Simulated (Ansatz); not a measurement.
The inner images of a band of BH4N + H2S (9 atoms, charge 0, multiplicity 1) are given out of order.

Level of theory: Ansatz 0.2.0, RKS PBE/6-31G*.

Initial state:

```xyz
9
Properties=species:S:1:pos:R:3
B 0.054 -0.624 -0.432
H 0.203 -1.150 0.643
H 0.934 -0.560 -1.254
N -1.190 -0.051 -0.731
H -1.996 -0.100 -0.109
H -1.405 0.380 -1.629
S -1.170 3.029 1.395
H -0.853 2.009 0.548
H -0.455 2.479 2.411
```

Final state:

```xyz
9
Properties=species:S:1:pos:R:3
B -0.187 0.709 -0.776
H -0.029 -0.237 3.114
H 0.847 0.192 -1.108
N -1.400 0.032 -0.975
H -1.430 -0.896 -1.392
H -2.318 0.394 -0.722
S -0.029 2.371 -0.028
H -1.349 2.621 0.206
H 0.016 0.226 2.522
```

Task: Put them in order from the first end to the last, with their energies above the first end.
A.
```xyz
9
Properties=species:S:1:pos:R:3
B -0.183 0.704 -0.586
H -0.059 -0.430 2.520
H 0.857 0.120 -0.738
N -1.397 0.043 -0.825
H -1.426 -0.935 -1.104
H -2.319 0.464 -0.726
S -0.032 2.443 -0.037
H -1.357 2.738 0.087
H 0.037 0.265 2.250
```
B.
```xyz
9
Properties=species:S:1:pos:R:3
B -0.180 0.562 -0.239
H -0.155 -0.241 1.557
H 0.870 -0.014 -0.375
N -1.476 0.056 -0.582
H -1.632 -0.948 -0.677
H -1.944 0.564 -1.328
S 0.003 2.374 0.210
H -1.274 2.534 0.665
H -0.090 0.523 1.610
```
C.
```xyz
9
Properties=species:S:1:pos:R:3
B -0.134 -0.101 -0.054
H -0.138 -0.530 1.085
H 0.902 0.218 -0.566
N -1.361 -0.115 -0.736
H -2.134 -0.688 -0.417
H -1.496 0.264 -1.670
S -0.052 2.562 0.965
H -1.399 2.535 0.808
H -0.067 1.267 1.426
```
D.
```xyz
9
Properties=species:S:1:pos:R:3
B -0.166 0.646 -0.438
H -0.123 -0.333 1.943
H 0.855 0.013 -0.468
N -1.394 0.038 -0.743
H -1.489 -0.965 -0.884
H -2.247 0.556 -0.938
S -0.002 2.416 0.039
H -1.303 2.631 0.382
H -0.010 0.410 1.947
```
E.
```xyz
9
Properties=species:S:1:pos:R:3
B -0.205 0.305 0.019
H -0.192 -0.232 1.210
H 0.895 0.036 -0.414
N -1.551 0.096 -0.551
H -1.811 -0.895 -0.574
H -1.612 0.446 -1.512
S 0.022 2.304 0.549
H -1.304 2.499 0.792
H -0.120 0.851 1.322
```
F.
```xyz
9
Properties=species:S:1:pos:R:3
B -0.023 -0.424 -0.286
H 0.042 -0.891 0.824
H 0.954 -0.171 -0.945
N -1.288 -0.144 -0.820
H -2.160 -0.357 -0.338
H -1.429 0.227 -1.759
S -0.867 2.980 1.474
H -1.061 2.034 0.513
H -0.046 2.157 2.177
```
G.
```xyz
9
Properties=species:S:1:pos:R:3
B -0.099 -0.280 -0.177
H -0.067 -0.679 0.964
H 0.888 0.088 -0.761
N -1.335 -0.233 -0.830
H -2.205 -0.553 -0.407
H -1.447 0.076 -1.794
S -0.398 2.909 1.495
H -1.270 2.425 0.573
H 0.053 1.658 1.776
```

Result: F (+0.01 eV), G (+0.04 eV), C (+0.33 eV), E (+1.27 eV), B (+0.47 eV), D (-0.30 eV), A (-0.49 eV).

Time of the run: 120 s on 1 thread of Intel(R) Xeon(R) Platinum 8488C (Sapphire Rapids), with other jobs on the host, peak memory 0.13 GiB.
